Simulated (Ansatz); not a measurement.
Barrier CH4 (SMILES C) + HN via CH5N, on the benchmark's geometries as Psi4's copy gives them; open shells unrestricted, no zero-point energy, no spin–orbit coupling.
Transition structure (charge 0, multiplicity 3):
```
atom    x (Å)    y (Å)    z (Å)
----  -------  -------  -------
C     -1.1996  -0.0111   0.0000
N      1.4007   0.1299   0.0000
H     -1.4267  -0.5129   0.9331
H     -1.4199  -0.5914  -0.8881
H     -1.5202   1.0228  -0.0458
H      0.1889   0.1269   0.0010
H      1.5703  -0.8877  -0.0001
```

Correlated levels freeze the cores. CBS(a, b) extrapolates the correlation energy as X⁻³ and adds the Hartree–Fock energy of set b. MP2 and its Hartree–Fock in aug-cc-pVQZ are density fitted.

Run with Ansatz (a program for electronic structure). Each number belongs to the level named beside it.

Barrier heights (kcal/mol): PBE/def2-TZVPPD 10.71; B3LYP/def2-TZVPPD 17.25; wB97M-V/def2-TZVPPD 20.72; MP2/CBS(aug-cc-pVTZ, aug-cc-pVQZ) + ΔCCSD(T)/aug-cc-pVTZ 22.03.

Task: With all else equal, by what factor does exp(−ΔE‡/RT) at 298.15 K differ from its value at MP2/CBS(aug-cc-pVTZ, aug-cc-pVQZ) + ΔCCSD(T)/aug-cc-pVTZ?

Result: 
RT = 0.5925 kcal/mol, so the factor is exp(−(ΔE‡ − 22.03)/RT): PBE/def2-TZVPPD 2e+08; B3LYP/def2-TZVPPD 3200; wB97M-V/def2-TZVPPD 9.1. Each 1.36 kcal/mol is a factor of ten. MP2/CBS(aug-cc-pVTZ, aug-cc-pVQZ) + ΔCCSD(T)/aug-cc-pVTZ is the comparison, a level with limits of its own.
